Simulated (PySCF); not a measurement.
A family of related molecules: Y=E=Y. Isolated molecules, 0 K electronic values unless said otherwise. Strings in code marks are SMILES.

A: `N=C=S`
B: `S=[Si]=S`
C: `O=[Si]=O`
D: `S=C=O`

Problem. Put the candidates in order of HOMO–LUMO gap, lowest first, for PySCF 2.14.0 with PBE-D3(BJ)/def2-TZVP // B3LYP-D3(BJ)/def2-TZVP.

Solution. B (3.82 eV), C (3.96 eV), A (4.40 eV), D (5.61 eV)
